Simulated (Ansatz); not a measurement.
Gas-phase electronic energies from Ansatz, PBE0-D4/def2-TZVP geometries. CCSD(T)/CBS is the MP2 limit (def2-TZVPP, def2-QZVPP) plus CCSD(T) − MP2 in def2-TZVPP, frozen cores. This one scheme is used for every species. Functionals use def2-TZVPP. One conformer a species, not always the lowest.

Reaction (formal hydrolysis of a B–Al bond): `C[BH][AlH2]` + H₂O → `CBO` + `[AlH3]`

(1) Is it downhill or uphill in electronic energy at CCSD(T)/CBS, and by how much? (Estimate.)

(2) What do these levels give: PBE0-D4, BHLYP-D4, ωB97M-V, BHLYP, CAM-B3LYP, MP2/def2-SVP, CCSD/def2-SVP, CCSD(T)/def2-SVP, MP2/def2-TZVPP, CCSD(T)/def2-TZVPP, MP2/def2-QZVPP, SCS-MP2/def2-QZVPP? (Best estimate.)

(3) What do rigid-rotor, harmonic-oscillator terms from PBE0-D4/def2-TZVP frequencies (298.15 K, 1 bar) make of the CCSD(T)/CBS value? (Best estimate.)

Largest T1 diagnostic among the species: 0.012.

Answers

(1) Ansatz gave: Downhill: ΔE = -176.8 kJ/mol.

(2) The calculation gave: PBE0-D4 -173.9, BHLYP-D4 -188.1, ωB97M-V -186.9, BHLYP -191.2, CAM-B3LYP -193.0, MP2/def2-SVP -215.4, CCSD/def2-SVP -207.0, CCSD(T)/def2-SVP -208.4, MP2/def2-TZVPP -187.9, CCSD(T)/def2-TZVPP -181.7, MP2/def2-QZVPP -185.0, SCS-MP2/def2-QZVPP -185.7 kJ/mol.

(3) The calculation gave: ΔZPE = +1.0 kJ/mol, ΔH = -179.5 kJ/mol, ΔS = -19 J/(mol·K), ΔG = -173.9 kJ/mol.

Leaving LDA and LC-ωPBE aside and taking each functional with its dispersion term where it has one, the values, not all of them listed here, spread over 25.1 kJ/mol, from B97M-V to revPBE-D4. LDA lies −10.0 kJ/mol from PBE without D4. In def2-TZVPP, CCSD(T) changes the Hartree–Fock value by +12.4 kJ/mol (the triples alone add +0.3 kJ/mol) and MP2 by +6.3 kJ/mol. From BLYP to BHLYP (50 % exact exchange), in def2-TZVPP and without D4, ΔE moves by −6.2 kJ/mol.
